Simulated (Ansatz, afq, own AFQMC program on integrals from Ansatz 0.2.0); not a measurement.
Two steps: Ansatz 0.2.0 writes the Fock matrix and Cholesky factors of the valence space, and afq projects on them the lowest state that overlaps trial and start.

```yaml
crystal:
  periodic: [false, false, false]
  atoms:
    - {symbol: B, position_ang: [0.000000, 0.000000, 0.859982]}
    - {symbol: N, position_ang: [0.000000, 0.000000, -0.511503]}
    - {symbol: H, position_ang: [0.000000, 0.850874, -1.057997]}
    - {symbol: H, position_ang: [0.000000, -0.850874, -1.057997]}
basis:
  gaussian: {orbitals: cc-pVDZ}
magnetization: {spin_polarized: true, initial_magnetization: 0}
correlation: {method: ccsd_t, electrons: outside_noble_gas, hamiltonian_folder: ham}
```

```sh
$ ansatz run in.yaml --threads 1 --pin off --events-out ev --progress --plain --max-ram 1382MiB
```

afq runs on the folder ham with

```
--method phaseless --trial hf --walkers 140 --populations 1 --least-time 40 --time-step 0.005 --steps-per-block 20 --equilibration-blocks 112 --max-blocks 600 --target-error 0.00114 --factor-cut 1e-05 --start spin_pure --seed 3142 --taylor-order 6
```

Times are imaginary, in 1/Eh. The walk had a cap of 536 s.

afq prints:

```
orbitals 36  electrons 5 5  factors 282 of 355
reference energy -80.24964957 Eh
CCSD correlation -0.25913578 Eh in 10 cycles, weight of the determinant in the CISD state 0.8825
energy of the start -80.249650 Eh
 block  time / (1/Eh)  mean weight  energy / Eh
     1     0.100  1.0018  -80.310817
     2     0.200  1.0007  -80.360724
     3     0.300  1.0025  -80.393377
     4     0.400  1.0014  -80.426464
     5     0.500  1.0021  -80.445535
     8     0.800  0.9991  -80.464903
    18     1.800  0.9989  -80.487482
    69     6.900  0.9991  -80.485158
   103    10.300  0.9978  -80.479158
   120    12.000  0.9988  -80.540651
   171    17.100  1.0013  -80.516398
   222    22.200  1.0005  -80.499886
   273    27.300  0.9996  -80.506587
   324    32.400  0.9994  -80.524500
   375    37.500  0.9988  -80.490434
   426    42.600  1.0008  -80.501901
   477    47.700  0.9998  -80.607135
   528    52.800  0.9995  -80.524816
   579    57.900  1.0016  -80.505103
   630    63.000  1.0003  -80.543808
   681    68.100  0.9988  -80.498255
   698    69.800  0.9996  -80.479575
blocks merged  error / Eh  count
     1  0.000798  600
     2  0.001042  300
     4  0.001328  150
     8  0.001610  75
    16  0.001774  37
    32  0.001806  18
    64  0.001584  9
energy -80.517207 +/- 0.001806 Eh
(rows thinned)
```

The run passed its tests (sampling time, drift between the halves within three errors, error under three times the target), which doesn't prove that it has relaxed.

Against this walk (error 49.1 meV) on the same determinant: CCSD(T) 28.6 meV higher (within the noise), CCSDT(Q) 6.1 meV lower (within the noise), a separate phaseless walk with a CISD trial and standard settings 13.6 ± 52.5 meV lower (within the noise). The error is statistical and leaves out the bias of the constraint.

Cautions: constraint bias not in the error; error above the target (49.1 against 31.0 meV); an unrestricted solution with more broken spin lies lower (52 meV, ⟨S²⟩ 0.27), while this determinant keeps restricted orbitals.

The walk took 4 min on 1 thread of Arm Neoverse V2, on a shared host. The log's last line is the phaseless energy.

CCSDT and higher add their correlation energy to the determinant of the CCSD(T) run, since their own runs factorise the integrals more tightly (a shift of under 2 meV). A walk keeps the symmetry of its determinant, which the program's search chose and which needn't be the lowest solution, so a lower state of the same spin and another symmetry isn't excluded.
